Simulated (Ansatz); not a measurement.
## [H···H···CH3], doublet: reading a ladder of total energies

Geometry: a point of a hydrogen-transfer path between rigid fragments, not a stationary point.

```xyz
6

H    -2.1592    0.0000    0.0000
H    -1.1042    0.0000    0.0000
C     0.2188    0.0000    0.0000
H     0.2188   -1.0800    0.0000
H     0.2188    0.5400    0.9353
H     0.2188    0.5400   -0.9353
```

Basis 6-31G; Ansatz 0.2.0. Correlated methods freeze the noble-gas cores, which leaves 9 electrons in 18 orbitals. Prefix R: restricted or restricted open-shell reference; prefix U: unrestricted.

Full CI is exact within this basis and frozen core; it isn't the basis-set limit. The frozen core follows each run's orbitals, which can shift R against U totals by a few meV.

Runs differ by some tens of microhartree through their thresholds and, for an open shell, their frozen cores, so steps under 0.1 kcal/mol mean nothing.

| level | total energy (hartree) |
| --- | --- |
| UHF | -40.620465 |
| UMP2 | -40.721109 |
| UCCSD | -40.746869 |
| UCCSD(T) | -40.748889 |
| UCCSDT | -40.749296 |
| UCCSDT(Q) | -40.749410 |
| full CI | -40.749413 |

**Question.** What is the correlation energy at full CI, and what share of it do UMP2 and UCCSD recover?

**Answer.** E(corr) = -40.749413 − (-40.620465) = -0.128948 hartree = -3.509 eV. UMP2: -0.100644 / -0.128948 = 78.05 %. UCCSD: -0.126404 / -0.128948 = 98.03 %.

**Question.** By how many kcal/mol does UCCSD(T) miss full CI (1 hartree = 627.509 kcal/mol), and which steps make up the rest?

**Answer.** -40.748889 − (-40.749413) = 0.000524 hartree = 0.33 kcal/mol. Steps: UCCSDT − UCCSD(T) = -0.26, UCCSDT(Q) − UCCSDT = -0.07, full CI − UCCSDT(Q) = 0.00 kcal/mol. That is within 1 kcal/mol of the reference in this basis, which itself misses far more of the correlation at the basis-set limit.
